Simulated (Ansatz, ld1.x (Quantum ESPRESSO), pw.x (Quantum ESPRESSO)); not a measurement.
titanium (Ti) (fcc): variants of one TM potential in the solid

ld1.x (Quantum ESPRESSO) 7.5 input, shortened:

```
&input
   title='Ti', zed=22., rel=1, dft='PW', iswitch=3,
   config='[Ar] 3d2 4s2 4p0'
 /
 &inputp
   pseudotype=2, tm=.true., lloc=-1, rcloc=2.10,
   nlcc=.false.
 /
3
4S  1  0   2.00   0.00  2.15  2.15  0.0
4P  2  1   0.00   0.00  2.80  2.80  0.0
3D  3  2   2.00   0.00  1.65  1.65  0.0
 &test
   configts(1)='3d2 4s2 4p0'
 /
```

Crystal test: fcc Ti in pw.x 7.5, no spin, 14³ k-points, Fermi–Dirac smearing 0.01 Ry, cutoffs set for each file from its atomic test. The reference is all-electron LAPW (Ansatz 0.2.0) with the same functional, mesh and smearing; V0 and B0 come from Birch–Murnaghan fits to the pressures at five volumes. Errors are pseudo minus all-electron; Δ is the rms difference of the E(V) curves that follow from these fits, minima aligned, over ±6 % about the mean V0. Mesh and smearing are coarse, so the numbers serve the comparison and aren't converged zero-temperature values; the lattice is a test structure that the element need not adopt.

All-electron: a0 = 4.008 Å (V0 = 16.10 Å³/atom), B0 = 120.2 GPa.

Base: The largest radius (2.80 bohr) exceeds half the bond length (2.68 bohr), so the spheres overlap, which is one possible source of error among others. This is a poor potential for the solid. Note: ghost state, extra bound levels that the all-electron valence spectrum of the same l lacks: s at -3.9 eV. A true bound ghost makes a file unfit for plane-wave use. Atomic configuration tests: 4 of 9 tests not solved or not reliable. The logarithmic derivative shows an extra or strongly shifted pseudo pole above the reference energy (s near -0.29 Ry).

2 further variants are left out: they gave no file fit for a test, a broken result, the same result as the base, or pressures whose basis-set error rivals the error shown.

A dash in a converged row means that the minimum lies outside the volumes sampled.

| change | cutoffs (Ry) | pw.x | a0 (Å) | a0 error (%) | B0 error (%) | Δ (meV/atom) | mean pressure error (GPa) |
| --- | --- | --- | --- | --- | --- | --- | --- |
| base | 100/400 | converged; bound ghost | – | – | – | – | -10.51 |
| core correction a·sin(br)/r model core inside 0.70 bohr | 100/400 | converged; bound ghost | 3.961 | -1.17 | +5.5 | 14.9 | -4.21 |
| local potential the d channel | 100/400 | converged; bound ghost | – | – | – | – | -12.79 |

Give the row for: reference 3d2 4s1 4p1.

pw.x: converged; bound ghost; mean pressure error (GPa): -11.85.
